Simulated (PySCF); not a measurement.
# Diatomics of Cl with the third period

MP2 with triple-zeta basis sets in PySCF, for the lowest determinant that a PBE0 search found; no spin–orbit coupling. De refers to high-spin ground-configuration atoms.

| M | basis | reference, frozen orbitals | state (unpaired electrons) | Re (Å) | ωe (cm⁻¹) | De (eV) |
| --- | --- | --- | --- | --- | --- | --- |
| Na | def2-TZVPP | RHF, 6 | singlet (closed shell) | 2.360 | 365 | 4.14 |
| Mg | x2c-TZVPPall | UHF, 6 | doublet (σ ↑) | 2.212 | 464 | 3.45 |
| Al | def2-TZVPP | RHF, 10 | singlet (closed shell) | 2.144 | 485 | 5.31 |
| Si | x2c-TZVPPall | UHF, 10 | doublet (π ↑) | 2.067 | 542 | 4.35 |
| Cl | def2-TZVPP | RHF, 10 | singlet (closed shell) | 1.988 | 578 | 2.50 |

The shortest bond is that of Cl2 (1.988 Å), the longest that of NaCl (2.360 Å). AlCl is bound most strongly (5.31 eV) and Cl2 least (2.50 eV).

The rows differ in basis set, which adds steps of its own.

The state changes along the series, so neighbouring rows are not always alike in their bonding.

Correlated steps freeze the inner cores (6 to 10 orbitals); shallow outer-core shells are correlated. Where the molecule has an RHF reference, its open-shell atoms are computed with UHF. States were picked by a PBE0 search and need not be the measured ground states.
